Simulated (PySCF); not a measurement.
## How the functional moves excitation energies

BClH₅N.
Structure used (PBE0-D3(BJ)/def2-SVP), in Å, numbered top down from 1:
```
atom  x, y, z in Å
N1     0.7265    0.1092    0.2993
B2    -0.8215   -0.3501    0.1249
Cl3   -1.7701    1.0792    0.8358
H4     0.9309    0.2822    1.2858
H5     1.3759   -0.5970   -0.0520
H6     0.8907    0.9851   -0.2013
H7    -0.9455   -1.3672    0.7819
H8    -0.9993   -0.4823   -1.0720
```

Linear-response calculations in the def2-SVPD basis (PySCF; singlets by full response, triplets Tamm–Dancoff, core orbitals frozen in the response; HF means time-dependent Hartree–Fock). 'Strongest' is the level of largest summed f among the singlets computed (10 roots, of which the last may lack a degenerate partner); it can jump between rows when another state enters that window. S1 is the lowest singlet of each run and needn't be the same state throughout; f(S1) is that of one state. Geometry: PBE0-D3(BJ)/def2-SVP; no solvent, vibrations or thermal averaging.

| functional | kind | S1 (eV) | f(S1) | strongest (eV) | T1 (eV) | HOMO (eV) | gap (eV) | ionisation energy, ΔSCF (eV) |
| --- | --- | --- | --- | --- | --- | --- | --- | --- |
| LDA | LDA | 4.82 | 0.000 | 5.63 | 4.77 | -6.03 | 4.81 | 9.50 |
| PBE | GGA | 4.80 | 0.000 | 5.56 | 4.74 | -5.97 | 4.78 | 9.42 |
| B3LYP | global hybrid, 20% exact exchange | 5.44 | 0.000 | 7.78 | 5.39 | -7.08 | 6.30 | 9.70 |
| PBE0 | global hybrid, 25% exact exchange | 5.78 | 0.000 | 8.13 | 5.70 | -7.30 | 6.86 | 9.70 |
| BHandHLYP | global hybrid, 50% exact exchange | 6.44 | 0.000 | 7.21 | 6.35 | -8.55 | 8.60 | 9.85 |
| CAM-B3LYP | range-separated hybrid | 6.15 | 0.000 | 6.94 | 6.06 | -8.68 | 8.88 | 9.85 |
| wB97X-D | range-separated hybrid | 6.46 | 0.000 | 7.27 | 6.42 | -9.17 | 10.40 | 9.82 |
| LC-wPBE | range-separated hybrid | 7.07 | 0.000 | 8.75 | 6.92 | -10.06 | 11.38 | 10.02 |
| HF | Hartree–Fock | 7.78 | 0.000 | 9.33 | 7.51 | -10.52 | 12.12 | not settled |

S1 runs from 4.80 eV (PBE) to 7.78 eV (HF), a spread of 2.98 eV, while the orbital gap spreads over 7.3 eV. Along PBE (0%), B3LYP (20%), PBE0 (25%), BHandHLYP (50%), HF (100%) S1 rises with the share of exact exchange. −ε(HOMO) comes closest to its own ΔSCF ionisation energy with LC-wPBE (+0.04 eV) and misses most with LDA (-3.47 eV). 'Not settled' means that the ion's SCF failed to converge or may have ended in another state than the lowest.

Without π bonds the low states are Rydberg-like; a valence basis with one diffuse set may place them up to an eV too high.
